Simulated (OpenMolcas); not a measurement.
**Si3H8 (trisilane): an attempt with OpenMolcas**

Aim: the excited states of Si3H8 (trisilane).

Program for the calculation: OpenMolcas 26.06.

## 1. Starting point

Si3H8 has 11 atoms, charge 0, and is taken as a singlet. As SMILES, `[SiH3][SiH2][SiH3]`. The coordinates come from a PBE0-D4/def2-TZVP relaxation.

Bond lengths: Si1–Si2 2.338 Å, Si2–Si3 2.338 Å, Si1–H4 1.488 Å, Si1–H5 1.488 Å, Si1–H6 1.488 Å, Si2–H7 1.490 Å, Si2–H8 1.490 Å, Si3–H9 1.488 Å, Si3–H10 1.488 Å, Si3–H11 1.488 Å. Some angles: Si1–Si2–Si3 110.4°, Si1–Si2–H7 109.6°, Si1–Si2–H8 109.6°, Si3–Si2–H7 109.6°, Si3–Si2–H8 109.6°, Si2–Si1–H4 111.2°, Si2–Si1–H5 109.8°, Si2–Si1–H6 109.8°, Si2–Si3–H9 109.8°, Si2–Si3–H10 109.8°.

## 2. The input as written

Input file mol.xyz:

```xyz
11

Si    -1.292570     1.366730    -0.525270
Si    -0.462570    -0.807300    -0.296320
Si     1.631930    -0.774400     0.742750
H     -2.625850     1.367720    -1.185120
H     -0.354030     2.180440    -1.344070
H     -1.422540     2.000090     0.814640
H     -0.343400    -1.440160    -1.640160
H     -1.410380    -1.620800     0.516390
H      1.515950    -0.154940     2.090430
H      2.583820     0.031780    -0.068050
H      2.179610    -2.149160     0.894770
```

Input file step10.inp:

```
&GATEWAY
Coord=mol.xyz
Basis=ANO-RCC-VDZP
Group=NoSym
RICD
&SEWARD
&RASSCF
FileOrb=$CurrDir/step2.RasOrb
Spin=1
Nactel=2 0 0
Inactive=24
Ras2=2
CIRoot=3 3 1
OrbListing=Nothing
&CASPT2
Multistate=all
```

Launch:

```console
$ export MOLCAS_MEM=2
$ pymolcas step10.inp > step10.log
```

Log:

```text
--- Start Module: gateway ---

                                              &GATEWAY

                       available to each process: 2.0 MB of memory, 1 thread

---------------------------------------------------------------------------------------------
  Nr.	 Label		Type		Offset		Length	   Atime	  Address
---------------------------------------------------------------------------------------------
  1	FILETABL    	CHAR	-42224878994008	       26929           5	[0x5555560090b0]
  2	DBSC        	CHAR	    -297833208	     1456001          58	[0x7bbc8329c010]
---------------------------------------------------------------------------------------------
Maximal available memory for Molcas = 517070
 ?mma_allo_?D: error: out-of-memory
 label: Shells
  available (kB):          517
  required  (kB):          792

--- Stop Module: gateway /rc=-6 ---

.########################.
.# Non-zero return code #.
.########################.

    Timing: Wall=0.03 User=0.02 System=0.01
```

Run time: 0.18 s. Hardware: 1 thread of Intel Xeon 6975P-C (Granite Rapids), shared host.

## 3. Reading the log

The job broke off with an error.

The telling line is `?mma_allo_?D: error: out-of-memory`. What is wrong: too little memory is allowed.
